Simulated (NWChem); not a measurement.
Species: HS anion

Results from NWChem. The geometry was optimised at B3LYP/def2-SVPD. The gas-phase anion has a positive highest level at the geometry level, so the gas reference is doubtful. Level: PBE/aug-cc-pVDZ with SMD (1 M gas to 1 M solution), gas-phase geometry. Reactions with the solvent are ignored.

Question: Estimate the computed values for solvent water. Quantities: solvation free energy (kcal/mol); cavity-dispersion-structure term (kcal/mol).

Answer: The solvation free energy (kcal/mol) comes out as -63.9. The cavity-dispersion-structure term (kcal/mol) is 0.2.
